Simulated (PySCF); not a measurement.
Working out the ionisation energy of Al

Al [Ne] 3s2 3p1 (2P) → Al⁺ [Ne] 3s2 (1S). Computed with PySCF 2.14 in aug-cc-pCVTZ-DK (8s7p5d3f, 75 functions), with scalar relativity by spin-free X2C-1e. Frozen: nothing. Energies in hartree (1 hartree = 27.21139 eV):

```tsv
part	Al (lower)	Al⁺ (upper)
UHF	-242.314584	-242.109191
MP2 opposite-spin	-0.262472	-0.257133
MP2 same-spin	-0.087756	-0.085501
```

**Question.** What does Hartree-Fock give?

**Answer.** (-242.109191) − (-242.314584) = 0.205393 hartree = 5.589 eV.

**Question.** What do MP2 and SCS-MP2 (6/5 opposite-spin, 1/3 same-spin) give?

**Answer.** The opposite-spin parts differ by 0.145 eV and the same-spin parts by 0.061 eV. MP2: 5.589 + (0.145) + (0.061) = 5.795 eV. SCS-MP2: 5.589 + 1.2 × (0.145) + (0.061)/3 = 5.783 eV.

Measured between the centres of the two terms (NIST): 5.977 eV, so MP2 (all electrons) is off by -0.182 eV.

What remains against the reference includes basis incompleteness and correlation beyond second order.
